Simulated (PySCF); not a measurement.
**Induced dipoles and field energies**

Compound: P4.
Structure used (PBE0-D3(BJ)/def2-SVP), in Å, numbered top down from 1:
```
atom  x, y, z in Å
P1     1.2358   -0.2020   -0.5320
P2    -0.4504    1.2046   -0.3817
P3    -0.8273   -0.9632   -0.4557
P4     0.0799   -0.0647    1.3364
```

Level: B3LYP/def2-SVPD (PySCF); nuclei fixed, core orbitals frozen in the response. Permanent dipole (0.000, 0.000, 0.000) D (1 au = 2.5417 D). Static polarisability (au):

```
x   88.38 -0.01 -0.01
y   -0.01 88.42  0.00
z   -0.01  0.00 88.40
```

Only the terms in μ and α are kept: μ(F) = μ + αF and ΔE = −μ·F − ½ F·αF.

(1) What do fields of 0.103 V/Å (0.002 au) along the six axis directions do?

(2) For the field (0.0004, -0.0010, -0.0012) au, what is the induced dipole, and what angle does it make with the field?

(3) A unit point charge sits 8 Å away. Estimate the induction energy −αe²/2R⁴ with the mean polarisability, treating the molecule as a point.

## Answers

(1) 
```csv
field along,induced x (D),induced y (D),induced z (D),total size (D),−μ·F (kJ/mol),−½F·αF (kJ/mol)
+x,0.449,0.000,0.000,0.449,0.000,-0.464
−x,-0.449,0.000,0.000,0.449,0.000,-0.464
+y,0.000,0.449,0.000,0.449,0.000,-0.464
−y,0.000,-0.449,0.000,0.449,0.000,-0.464
+z,0.000,0.000,0.449,0.449,0.000,-0.464
−z,0.000,0.000,-0.449,0.449,0.000,-0.464
```

(2) αF = (0.090, -0.225, -0.270) D, at 0.0° to the field. The polarisability along this direction, F·αF/F², is 88.41 au, against a mean of 88.40 au.

(3) R = 15.12 bohr, so the energy is −88.4/(2 × 15.12⁴) Eh = -2.22 kJ/mol.

Geometry: PBE0-D3(BJ)/def2-SVP; no solvent, vibrations or thermal averaging.
